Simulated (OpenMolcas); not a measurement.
# AlF2 (SMILES [F][Al][F]): UPBE0/STO-3G

Aim: a single-point energy of AlF2. 

The calculation is run with OpenMolcas 26.06.

3 further runs of the same task are left out: 1 for a known fault of the program, 2 set aside as unsound or not needed.

## (1) The structure to begin with

The species is AlF2 (3 atoms), meant as a doublet with charge 0. SMILES: `[F][Al][F]`. The F1–Al2 distance was set to 4.116 Å, away from the relaxed value. At this shape a bond of the SMILES string is far longer than usual.

Bond lengths: Al2–F3 1.647 Å.

## (2) The energy at UPBE0/STO-3G

run.input reads:

```
&GATEWAY
 BasLib=$CurrDir
 Coord
 3
 angstrom
 F        0.749453      -3.816130      -0.026802
 Al       0.388700       0.275400       0.245200
 F       -0.932500       1.021000      -0.394800
 Basis=STO-3G
 Group=NoSym

&SEWARD
 GridInput
 Grid=UltraFine
 End of Grid

&SCF
 UHF
 Spin=2
 KSDFT=PBE0
 Thresholds=1e-10 1e-07 1e-07 1e-05
 PrOrbitals=1 1
```

The basis set STO-3G is read from a file made from the Basis Set Exchange's data (not shown).

Command:

```bash
$ export MOLCAS_MEM=1860
$ pymolcas run.input > run.log
```

Q: Predict the results. Wanted: total energy; dipole moment; HOMO energy; LUMO energy; ⟨S²⟩.

Computed results:

At UPBE0/STO-3G:

```
                          quantity          value
                      total energy  -435.89045 Eh
                     dipole moment         0.68 D
HOMO energy (highest over α and β)       -1.78 eV
 LUMO energy (lowest over α and β)        0.68 eV
                              ⟨S²⟩          0.750
```
